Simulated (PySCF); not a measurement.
## Ionisation of hydroxylamine

System: hydroxylamine, `NO` (H3NO). Coordinates in Å; atoms count from 1 in this order:
```
N     0.4204   -0.2522    0.1166
O    -0.7556    0.4882   -0.1262
H     1.0883    0.0729   -0.5858
H     0.1925   -1.2085   -0.1633
H    -0.9288    0.9045    0.7244
```

Level of theory: B3LYP-D3(BJ)/ma-def2-TZVP single points in PySCF, grid level 2; every species was optimised with PBE0-D3(BJ)/def2-SVP. Zero-point and thermal terms (298.15 K, 1 bar) come from unscaled PBE0-D3(BJ)/def2-SVP harmonic frequencies, with soft modes damped to free rotors in the entropy.

Frontier levels of the parent: HOMO -7.30 eV, LUMO -0.12 eV.

Oxidation to the radical cation:
| Item | Value |
| --- | --- |
| Vertical ionisation energy (electronic) | 10.57 eV |
| Adiabatic ionisation energy (with zero-point energy) | 9.09 eV |
| Adiabatic, electronic part | 9.11 eV |
| Vertical gap at the product's structure | 7.81 eV |
| Inner reorganisation energy (four-point) | 2757 meV |
| Relaxation of product / of parent | 1454 / 1303 meV |
| ⟨S²⟩ of the product | 0.754 |
| Largest spin populations | N1 0.68, O2 0.37 |
| Largest changes of atomic charge | N1 0.39, O2 0.33, H (on N1) 0.12, H (on N1) 0.10 |
| Distances that move most (Å) | N1–O2 1.411 → 1.277; O2–H 0.963 → 0.983; N1–H 1.022 → 1.029; N1–H 1.022 → 1.028 |

Against the Active Thermochemical Tables (version 1.112): ionisation energy to the radical cation 9.24 (computed 9.09, error -0.15) eV.
